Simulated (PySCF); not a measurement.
Compound: C3H6NO (doublet state).
Cartesian coordinates in Å at the GFN2-xTB level; atoms count from 1:
```xyz
11
C3H6NO angstrom
C     -1.6142    0.1284    0.1777
C     -0.2540   -0.4255    0.6131
N      0.7498    0.4185    0.0842
C      2.0223    0.3956    0.1536
O      2.9175    1.0887   -0.2781
H     -2.4098   -0.4990    0.5695
H     -1.6763    0.1494   -0.9065
H     -1.7386    1.1400    0.5531
H     -0.1480   -1.4508    0.2317
H     -0.2138   -0.4451    1.7113
H      2.3703   -0.4975    0.7738
```

The hyperfine couplings belong to this conformer and change with its torsions.

Identity: `[N](C=O)CC` [radical].

The calculation used PySCF, UKS B3LYP, pcH-1 on C H N O, non-relativistic, mean-field spin-orbit, GIAO. Isolated species at its GFN2-xTB geometry (one conformer only). Couplings are sensitive to structure, and on GFN2-xTB geometries they can be far from those on DFT ones. The SCF solution wasn't tested for stability.

Q: Break the g tensor into its mass correction, gauge correction and orbital-Zeeman/spin–orbit terms.

A: 
```tsv
Δg (ppm)	1	2	3
relativistic mass correction	-216	-216	-216
gauge correction	41	9	37
orbital Zeeman/spin–orbit	-1391	-55	2197
total	-1566	-262	2018
```

So g = 2.00075, 2.00206, 2.00434 and g_iso = 2.00238; the tensor is rhombic: the two nearest values differ by 36 % of g3 − g1. Axes: g1 points within 7° of the N3–C4 bond and g2 points within 15° of the C4–H11 bond.

Q: At 9.425 GHz, how far is the centre of the isotropic spectrum from where a free electron (g = 2.002319) resonates?

A: B = hν/(g μB) with μB/h = 13.99624 MHz/mT gives 336.31 mT for the free electron and 336.30 mT at g_iso, 0.01 mT lower.

Q: Average each term over the three axes. Which is largest in size?

A: The orbital-Zeeman/spin–orbit term 250, the mass correction -216 and the gauge correction 29 ppm, for a total of 64 ppm. The orbital-Zeeman/spin–orbit term is the largest in size. The mass correction is the same along every axis, so the anisotropy comes from the other two: their spans along these axes are 32 (gauge) and 3588 ppm (orbital Zeeman/spin–orbit).

Q: What effective moment and Curie constant follow for a powder?

A: With the mean of g² = 4.0095 and S(S+1) = 0.75: μ_eff = √(⟨g²⟩S(S+1)) = 1.734 μB and χT = 0.12505·⟨g²⟩·S(S+1) = 0.376 cm³ K/mol (cgs; spin-Hamiltonian part alone).

Q: In a frozen sample, at which fields do the three g values resonate at 9.5, 34, 94 and 263 GHz (hyperfine left aside), and which band first spreads them over more than twice a line width of 0.5 mT?

A: 
```json
{"band": "X", "GHz": "9.5", "B(g3) mT": "338.64", "B(g2) mT": "339.03", "B(g1) mT": "339.25", "spread mT": "0.61"}
{"band": "Q", "GHz": "34.0", "B(g3) mT": "1211.98", "B(g2) mT": "1213.36", "B(g1) mT": "1214.15", "spread mT": "2.17"}
{"band": "W", "GHz": "94.0", "B(g3) mT": "3350.78", "B(g2) mT": "3354.59", "B(g1) mT": "3356.78", "spread mT": "6.00"}
{"band": "J", "GHz": "263.0", "B(g3) mT": "9375.05", "B(g2) mT": "9385.72", "B(g1) mT": "9391.84", "spread mT": "16.79"}
```

The spread grows in proportion to the frequency. Q band is the first where it exceeds 1.0 mT.

Largest spin populations (Mulliken): N3 (+0.61), H11 (+0.24) and O5 (+0.17). Three atoms exceed +0.15.

The HOMO–LUMO gaps are 7.85 eV among the α and 2.39 eV among the β orbitals.

Hardware: one thread, Arm Neoverse V2 (aarch64), shared host with 48 logical CPUs at a one-minute load of 14. Cost: 22 s (with the writing of density and orbital grids), 0.64 GiB resident at most.
